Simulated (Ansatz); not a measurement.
# CH₅FO (SMILES O.CF): molecular dynamics

The task is to watch the atoms for 40 steps of 1.0 fs, started with velocities for 1000 K and run with a Langevin thermostat.

Computed with Ansatz 0.2.0, Gaussian basis. Level: PBE0-D4/def2-SVP.

**1. Starting geometry**

The start, a pair relaxed at PBE0-D4: SMILES `O.CF`, 8 atoms, charge 0, spin multiplicity 1.

Atoms are counted from 1 here; the program's logs count them from 0.

Bond lengths: O1–H2 0.963 Å, O1–H3 0.959 Å, C4–F5 1.389 Å, C4–H6 1.091 Å, C4–H7 1.091 Å, C4–H8 1.091 Å. Angles: H2–O1–H3 105.3°, F5–C4–H6 108.4°, F5–C4–H7 108.4°, F5–C4–H8 108.4°, H6–C4–H7 110.3°, H6–C4–H8 110.6°, H7–C4–H8 110.6°.

Coordinates:

```xyz
8

O     0.3621    0.3509   -1.9732
H    -0.3238   -0.0471   -1.4265
H     0.5068   -0.2695   -2.6899
C    -0.0602    0.0213    1.2608
F    -1.0089   -0.5265    0.4073
H     0.3069   -0.7673    1.9196
H    -0.5357    0.8111    1.8442
H     0.7529    0.4272    0.6576
```

**2. Dynamics**

md/in.yaml

```yaml
crystal:
  periodic: [false, false, false]
  atoms:
    - {symbol: O, position_ang: [0.362054, 0.350864, -1.973163]}
    - {symbol: H, position_ang: [-0.323808, -0.047129, -1.426462]}
    - {symbol: H, position_ang: [0.506791, -0.269520, -2.689932]}
    - {symbol: C, position_ang: [-0.060151, 0.021318, 1.260812]}
    - {symbol: F, position_ang: [-1.008946, -0.526457, 0.407317]}
    - {symbol: H, position_ang: [0.306881, -0.767255, 1.919576]}
    - {symbol: H, position_ang: [-0.535700, 0.811076, 1.844212]}
    - {symbol: H, position_ang: [0.752879, 0.427202, 0.657641]}
basis:
  gaussian: {orbitals: def2-SVP}
hamiltonian: {xc: pbe0, dispersion: d4}
md: {n_steps: 40, timestep: 1.0, temperature: 1000, ensemble: nvt_langevin, seed: 858, friction: 0.05, initial_velocities: maxwell_boltzmann}
```

Command:

```
$ ansatz run in.yaml --threads 2 --pin off --events-out ev --progress --plain --max-ram 5222MiB
```

What does the calculation give? Wanted: temperature at the start; mean temperature, second half; lowest and highest potential energy, from the first frame; largest change of potential + kinetic.

As calculated:

| quantity | value |
| --- | --- |
| length | 40 steps, 40.0 fs |
| temperature at the start | 875 K |
| mean temperature, second half | 830 K |
| lowest and highest potential energy, from the first frame | 0 and 936 meV |
| largest change of potential + kinetic | 751.0 meV |

In words: The thermostat trades energy with the molecule, so the sum of potential and kinetic energy isn't conserved: it changes by +451 meV over the run. The mean temperature of the second half is still well below the 1000 K set. The temperature runs between 488 and 1080 K. No bond breaks or forms, judged by distance. Under Langevin the temperature counts 3N degrees of freedom, more than the drawn velocities fill, so it starts at 875 K, not 1000 K.
